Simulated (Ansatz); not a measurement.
**C5H10: basis-set convergence**

One table from this session's results is given with a row withheld; the runs are named, their logs left out.

Computed with Ansatz 0.2.0, Gaussian basis. Level: one geometry, several basis sets.

The runs, in order: PBE0-D4/def2-SVP; ωB97M-V/def2-SVP; PBE0-D4/def2-QZVPP; ωB97M-V/def2-QZVPP; the functionals' def2-TZVPP values are taken from earlier runs.

## The relaxed structure

The geometry comes from an earlier relaxation with PBE0-D4 in a triple-zeta def2 set; it is a stationary point, not always the lowest conformer.

15 atoms, charge 0, spin multiplicity 1.

Atoms are counted from 1 here; the program's logs count them from 0.

Bond lengths: C1–C2 1.491 Å, C1–H6 1.095 Å, C1–H7 1.095 Å, C1–H8 1.090 Å, C2–C3 1.330 Å, C2–H9 1.088 Å, C3–C4 1.493 Å, C3–H10 1.089 Å, C4–C5 1.525 Å, C4–H11 1.092 Å, C4–H12 1.097 Å, C5–H13 1.093 Å, C5–H14 1.093 Å, C5–H15 1.093 Å. Angles: C2–C1–H6 110.7°, C2–C1–H7 110.7°, C2–C1–H8 112.9°, H6–C1–H7 106.5°, H6–C1–H8 107.8°, H7–C1–H8 107.9°, C1–C2–C3 127.6°, C1–C2–H9 115.2°, C3–C2–H9 117.2°, C2–C3–C4 127.9°, C2–C3–H10 117.3°, C4–C3–H10 114.8°, C3–C4–C5 112.1°, C3–C4–H11 110.9°, C3–C4–H12 108.8°, C5–C4–H11 109.7°, C5–C4–H12 108.8°, H11–C4–H12 106.2° and more.

The first run:

Input file in.yaml:

```yaml
crystal:
  periodic: [false, false, false]
  atoms:
    - {symbol: C, position_ang: [-1.144054, 0.338622, 1.823486]}
    - {symbol: C, position_ang: [0.267105, 0.564963, 1.397829]}
    - {symbol: C, position_ang: [0.874641, 0.089116, 0.314299]}
    - {symbol: C, position_ang: [0.295474, -0.775953, -0.756188]}
    - {symbol: C, position_ang: [0.329233, -0.099331, -2.122695]}
    - {symbol: H, position_ang: [-1.180121, -0.157547, 2.798913]}
    - {symbol: H, position_ang: [-1.670045, 1.291583, 1.940186]}
    - {symbol: H, position_ang: [-1.707964, -0.271087, 1.117508]}
    - {symbol: H, position_ang: [0.855633, 1.193635, 2.062801]}
    - {symbol: H, position_ang: [1.916952, 0.366888, 0.163927]}
    - {symbol: H, position_ang: [-0.729416, -1.065030, -0.512806]}
    - {symbol: H, position_ang: [0.872155, -1.707727, -0.807928]}
    - {symbol: H, position_ang: [1.349246, 0.185443, -2.394565]}
    - {symbol: H, position_ang: [-0.051380, -0.762830, -2.902840]}
    - {symbol: H, position_ang: [-0.277450, 0.809262, -2.121917]}
basis:
  gaussian: {orbitals: def2-SVP}
hamiltonian: {xc: pbe0, dispersion: d4}
output: {orbitals: {seedname: orbitals}}
```

Run with:

```console
$ ansatz run in.yaml --threads 4 --pin off --events-out ev --progress --plain --max-ram 10444MiB
```

Among the steps run: PBE0-D4 in def2-SVP; ωB97M-V in def2-SVP; PBE0-D4 in def2-QZVPP; ωB97M-V in def2-QZVPP.

One of the session's tables, all rows but one given; the rest of the session is left out.

It belongs to the step «Density functionals: the series». 

```
functional       basis  HOMO (eV)  LUMO (eV)
   PBE0-D4    def2-SVP      -6.86       0.88
   PBE0-D4  def2-TZVPP      -6.91       0.68
   PBE0-D4  def2-QZVPP      -6.92       0.56
   ωB97M-V    def2-SVP      -9.10       3.01
   ωB97M-V  def2-TZVPP          ?          ?
   ωB97M-V  def2-QZVPP      -9.15       1.92
```

Estimate the missing values for ωB97M-V, def2-TZVPP.

The run gave: HOMO (eV): -9.14; LUMO (eV): 2.59. In the column «HOMO (eV)» it lies between ωB97M-V, def2-QZVPP (-9.15) and ωB97M-V, def2-SVP (-9.10).
